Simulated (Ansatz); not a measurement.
**A ladder of methods for BSiH5 (BH2(SiH3))**

BSiH5: 7 atoms, total charge 0, spin state singlet. SMILES: `[H]B([H])[SiH3]`. Geometry: relaxed at GFN2-xTB.

Each level gives the vertical energy of the triplet above the singlet (eV). The values are calculated.

```csv
level,kind,program,value (eV),less FCI/STO-3G,CPU time (all runs)
HF/STO-3G,Hartree–Fock,Ansatz,4.96,-0.13,0.17 s
SVWN5/STO-3G,LDA,Ansatz,4.75,-0.34,1.8 s
BLYP/STO-3G,GGA,Ansatz,4.79,-0.30,3 s
revPBE/STO-3G,GGA,Ansatz,4.69,-0.40,3 s
r2SCAN/STO-3G,meta-GGA,Ansatz,4.67,-0.42,7.2 s
wB97X/STO-3G,range-separated hybrid,Ansatz,5.08,-0.01,16 s
RPA@PBE/STO-3G,RPA,Ansatz,5.07,-0.02,4 s
BCCD(T)/STO-3G,coupled cluster or CI,Ansatz,5.09,0.00,0.39 s
FCI/STO-3G,exact in the basis,Ansatz,5.09,0.00,22 s
```

FCI/STO-3G is exact within its basis and frozen core, so for wave-function methods in that basis the difference is their error; functionals converge differently with the basis, so for them it is only a difference. The values span 4.67 to 5.09 eV. All rows use very small basis sets, so none should be taken for the real molecule's value. In so small a basis fixed costs decide the times, and correlated methods can beat functionals. CPU times are rough (shared hosts, several kinds of processor and program).
